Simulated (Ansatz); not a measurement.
Si3⁻, relaxed as a doublet with UKS PBE-D4/def2-TZVPD in Ansatz, starting from the GFN2-xTB geometry. Force threshold 0.02 eV/Å.

The highest occupied level of the charge -1 doublet lies above zero (up to 0.30 eV). The electron is either unbound and held by the finite basis, or the level is raised by self-interaction error. Another isomer (doublet) lies 1.16 eV lower at PBE0-D4/def2-TZVPD; other spin states weren't run for this one.

Start:

```xyz
3

Si    0.239   -1.166   -1.767
Si    0.002   -0.001    0.001
Si   -0.241    1.166    1.766
```

**Question.** Estimate the energy that the relaxation releases and the steps that it takes.

**Answer.** 6.4 kJ/mol, in 3 steps; 3 s on 4 threads of Arm Neoverse V2 on a shared host. No frequencies were taken in this run, so the end may be a saddle point.

**Question.** Does the start keep its bonding and symmetry?

**Answer.** By distances, no bond broke or formed. The bond that changes most is Si2–Si3, from 2.13 to 2.19 Å (atoms count from 1). Point group D∞h at the start, D∞h at the end, both within 0.05 Å.

**Question.** Predict the relaxed structure.

**Answer.** 
Cartesian coordinates in Å:
```
Si 0.246 -1.200 -1.820
Si 0.002 -0.001 0.001
Si -0.248 1.201 1.819
```
Bond lengths: 2 × Si–Si 2.19 Å.
